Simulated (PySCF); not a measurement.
Atomic charges against the basis set

Compound: H2O3S.
SMILES with atom numbers: `[O:1]=[SH:2](=[O:3])[OH:4]` (hydrogens: H5 on S2; H6 on O4)

PBE0 throughout (PySCF), one geometry, spherical d and f functions. One conformer (not necessarily the lowest) at the PBE0-D3(BJ)/def2-SVP geometry, without solvent, vibrations or thermal averaging. Atoms taken as equivalent share a column and are averaged.

Mulliken charges (e):

```json
{"basis": "STO-3G", "functions": "26", "O1/O3": "-0.463", "S2": "+1.143", "O4": "-0.383", "H5": "-0.036", "H6": "+0.204"}
{"basis": "6-31G", "functions": "44", "O1/O3": "-0.548", "S2": "+1.224", "O4": "-0.660", "H5": "+0.094", "H6": "+0.438"}
{"basis": "pcSseg-0", "functions": "44", "O1/O3": "-0.719", "S2": "+1.555", "O4": "-0.739", "H5": "+0.212", "H6": "+0.409"}
{"basis": "6-31G*", "functions": "64", "O1/O3": "-0.502", "S2": "+1.129", "O4": "-0.668", "H5": "+0.073", "H6": "+0.469"}
{"basis": "cc-pVDZ", "functions": "70", "O1/O3": "-0.422", "S2": "+0.914", "O4": "-0.327", "H5": "+0.060", "H6": "+0.197"}
{"basis": "def2-SVP", "functions": "70", "O1/O3": "-0.462", "S2": "+1.004", "O4": "-0.375", "H5": "+0.076", "H6": "+0.218"}
{"basis": "aug-cc-pVDZ", "functions": "114", "O1/O3": "-0.692", "S2": "+1.727", "O4": "-0.548", "H5": "+0.043", "H6": "+0.163"}
{"basis": "6-311+G(2d,p)", "functions": "128", "O1/O3": "-0.461", "S2": "+0.892", "O4": "-0.397", "H5": "+0.104", "H6": "+0.322"}
{"basis": "def2-TZVP", "functions": "142", "O1/O3": "-0.398", "S2": "+0.719", "O4": "-0.397", "H5": "+0.122", "H6": "+0.354"}
{"basis": "cc-pVTZ", "functions": "152", "O1/O3": "-0.411", "S2": "+0.852", "O4": "-0.315", "H5": "+0.050", "H6": "+0.235"}
{"basis": "IGLO-III", "functions": "169", "O1/O3": "-0.543", "S2": "+1.332", "O4": "-0.586", "H5": "-0.005", "H6": "+0.345"}
```

IAO charges (e):

```tsv
basis	functions	O1/O3	S2	O4	H5	H6
STO-3G	26	-0.598	+1.496	-0.495	-0.055	+0.250
6-31G	44	-0.749	+1.754	-0.678	+0.039	+0.383
pcSseg-0	44	-0.759	+1.793	-0.672	+0.028	+0.368
6-31G*	64	-0.842	+2.052	-0.726	-0.026	+0.385
cc-pVDZ	70	-0.835	+2.033	-0.724	-0.023	+0.384
def2-SVP	70	-0.842	+2.049	-0.723	-0.022	+0.381
aug-cc-pVDZ	114	-0.851	+2.054	-0.742	-0.006	+0.398
6-311+G(2d,p)	128	-0.867	+2.100	-0.750	-0.014	+0.399
def2-TZVP	142	-0.875	+2.133	-0.754	-0.025	+0.397
cc-pVTZ	152	-0.864	+2.103	-0.749	-0.021	+0.397
IGLO-III	169	-0.873	+2.121	-0.755	-0.020	+0.400
```

Hirshfeld charges (e):

```csv
basis,functions,O1/O3,S2,O4,H5,H6
STO-3G,26,-0.345,+0.819,-0.234,-0.025,+0.131
6-31G,44,-0.349,+0.671,-0.243,+0.076,+0.194
pcSseg-0,44,-0.339,+0.668,-0.247,+0.070,+0.188
6-31G*,64,-0.300,+0.529,-0.204,+0.075,+0.199
cc-pVDZ,70,-0.294,+0.535,-0.205,+0.068,+0.191
def2-SVP,70,-0.304,+0.557,-0.211,+0.070,+0.191
aug-cc-pVDZ,114,-0.295,+0.527,-0.204,+0.077,+0.188
"6-311+G(2d,p)",128,-0.289,+0.506,-0.201,+0.080,+0.193
def2-TZVP,142,-0.286,+0.497,-0.198,+0.077,+0.196
cc-pVTZ,152,-0.290,+0.512,-0.200,+0.074,+0.193
IGLO-III,169,-0.287,+0.505,-0.200,+0.079,+0.191
```

Some averages cover members that differ in this geometry, most widely: O1/O3, Mulliken in 6-311+G(2d,p) -0.504 to -0.417; O1/O3, Mulliken in 6-31G -0.573 to -0.523; O1/O3, Mulliken in 6-31G* -0.524 to -0.479; O1/O3, Mulliken in IGLO-III -0.564 to -0.522 e.

Q: Which scheme is steadiest as the basis changes?

A: Largest range over the bases for any column: Hirshfeld 0.32 e, IAO 0.64 e, Mulliken 1.01 e. Hirshfeld charges move least and Mulliken charges most, counted in e. Without the minimal STO-3G basis the ranges are Hirshfeld 0.17, IAO 0.38, Mulliken 1.01 e.

Q: How much do the charges still move between the two largest bases, cc-pVTZ and IGLO-III?

A: At most, over all atoms: Mulliken 0.481 e, IAO 0.018 e, Hirshfeld 0.007 e.

Q: What do the same runs give for the total energy, the frontier levels and the dipole moment?

A: 
```csv
basis,energy (Eh),HOMO (eV),LUMO (eV),μ (D)
STO-3G,-616.7725,-3.99,5.36,2.21
6-31G,-624.2570,-9.62,-0.23,3.55
pcSseg-0,-623.3955,-9.53,-0.26,3.43
6-31G*,-624.5858,-9.34,1.05,3.07
cc-pVDZ,-624.6116,-9.14,0.65,2.97
def2-SVP,-624.3045,-9.31,0.60,3.06
aug-cc-pVDZ,-624.6519,-9.61,-0.48,3.03
"6-311+G(2d,p)",-624.7365,-9.69,-0.22,3.05
def2-TZVP,-624.7848,-9.63,0.38,3.04
cc-pVTZ,-624.7561,-9.52,0.39,3.03
IGLO-III,-624.7755,-9.65,0.15,3.02
```

The dipole is fixed by the density alone, so its range of 1.34 D shows that the density itself changes with the basis, not only its division among atoms.
